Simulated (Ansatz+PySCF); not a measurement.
**singlet F2: levels of theory in one basis**

```json
{"atom": "F", "x (Å)": "0.0000", "y (Å)": "0.0000", "z (Å)": "-1.0323"}
{"atom": "F", "x (Å)": "0.0000", "y (Å)": "0.0000", "z (Å)": "1.0323"}
```

Basis set: cc-pVDZ (spherical functions). Frozen core: 2 orbitals. Charge 0, multiplicity 1.

Computed with Ansatz (development build ahead of 0.2.0); each method stands on the lowest determinant of its kind that the runs found. NEVPT2 correlates all electrons. Active spaces start from the frontier orbitals, and the lowest solution found is given.

```json
{"method": "RHF", "E − E(RHF) (eV)": "0.00", "<S²> of the determinant": "0.00"}
{"method": "UHF", "E − E(RHF) (eV)": "-5.64", "<S²> of the determinant": "0.97"}
{"method": "RHF-MP2", "E − E(RHF) (eV)": "-13.02", "<S²> of the determinant": "–"}
{"method": "UHF-MP2", "E − E(RHF) (eV)": "-13.37", "<S²> of the determinant": "0.97"}
{"method": "RHF-CCSD", "E − E(RHF) (eV)": "-13.43", "<S²> of the determinant": "–"}
{"method": "RHF-CCSD(T)", "E − E(RHF) (eV)": "-14.38", "<S²> of the determinant": "–"}
{"method": "UHF-CCSD(T)", "E − E(RHF) (eV)": "-14.09", "<S²> of the determinant": "0.97"}
{"method": "RHF-CCSDT(Q)", "E − E(RHF) (eV)": "-14.38", "<S²> of the determinant": "–"}
{"method": "UHF-CCSDT(Q)", "E − E(RHF) (eV)": "-14.36", "<S²> of the determinant": "0.97"}
{"method": "CASSCF(14,8)", "E − E(RHF) (eV)": "-5.75", "<S²> of the determinant": "–"}
{"method": "CASSCF(2,2)", "E − E(RHF) (eV)": "-5.73", "<S²> of the determinant": "–"}
{"method": "SC-NEVPT2(14,8)", "E − E(RHF) (eV)": "-12.93", "<S²> of the determinant": "–"}
```

**Question.** What does SC-NEVPT2(2,2) give on the same scale?

**Answer.** -13.81 eV. NEVPT2 here correlates all electrons, so it doesn't share the others' frozen core.

**Question.** Is a single determinant a sound starting point here?

**Answer.** It is doubtful. Unrestricted orbitals lower Hartree–Fock by 5.64 eV and <S²> is 0.97 where a pure state has 0.00, a sign of strong static correlation. The CASSCF(14,8) natural occupations are 2.00, 2.00, 2.00, 2.00, 2.00, 2.00, 1.37, 0.63. The CASSCF(2,2) natural occupations are 1.36, 0.64.

Caution for RHF, RHF-MP2, RHF-CCSD, RHF-CCSD(T), RHF-CCSDT(Q): an unrestricted determinant lies well below. Caution for UHF, UHF-MP2, UHF-CCSD(T), UHF-CCSDT(Q): the unrestricted determinant is a mixture of spin states; the determinant breaks the point group. Caution for RHF-MP2, RHF-CCSD, RHF-CCSD(T), RHF-CCSDT(Q): large amplitudes, a single reference is doubtful. Caution for UHF-MP2, UHF-CCSD(T), UHF-CCSDT(Q): bonds are stretched, where a single reference can fail. Caution for RHF-CCSD(T), RHF-CCSDT(Q), UHF-CCSDT(Q): the amplitudes may be one of several solutions. Caution for UHF-CCSD(T): the program doubts this total; another reference gives a lower total.
